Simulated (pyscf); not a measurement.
A first-order saddle from PySCF, ωB97X-D3(BJ)/def2-SVP:

```xyz
15

C      1.2115    -0.0539     0.3781
C      0.5119     1.2479     0.2731
O     -1.6875     0.9343     0.0377
Si    -2.3123    -0.3600     0.8035
H      0.5252    -0.8748     0.6294
H      1.9052     0.0466     1.2348
H      1.7960    -0.3013    -0.5172
H      1.0279     2.0614    -0.2362
H     -0.0840     1.5598     1.1274
H     -2.1290    -1.6487     0.0411
H     -3.7731    -0.2313     1.1001
H     -1.6158    -0.5816     2.1248
O     -0.1435     1.1116    -1.7453
H     -1.0303     1.0643    -1.1956
H     -0.0128     0.2003    -2.0415
```
Charge 0, spin multiplicity 1.

Surface: singlet, charge 0. Lowest wavenumbers (cm⁻¹): 701i, 48, 84, 97, 124.

Problem. Which two sides does it connect, and which bonds change?

Solution. H₃C–CH₂–O–SiH₃ + water (H₂O) <-> ethanol (H₃C–CH₂–OH) + silanol (HO–SiH₃), a four-centre exchange read from left to right: C–O, H–O broken and C–O, H–O formed. At ωB97M-D3(BJ)/def2-TZVP it lies +278.9 kJ/mol from the left side and +279.2 kJ/mol from the right (each side as separated species at their lowest minima found). On the reactant side the descent ends in a complex, 22.1 kJ/mol under the separated species and 312.0 kJ/mol under the saddle at ωB97X-D3(BJ)/def2-TZVP. On the product side the descent ends in a bound adduct (not fully relaxed), 33.7 kJ/mol under the separated species and 320.9 kJ/mol under the saddle at ωB97X-D3(BJ)/def2-TZVP. At ωB97X-D3(BJ)/def2-TZVP the barrier from the zero used here is 290.0 kJ/mol. H₃C–CH₂–O–SiH₃ lies 75.7 kJ/mol over its isomer H₃C–CH₂–SiH₂–OH (electronic energy, ωB97M-D3(BJ)/def2-TZVP). One saddle was located; it need not be the lowest between these sides.
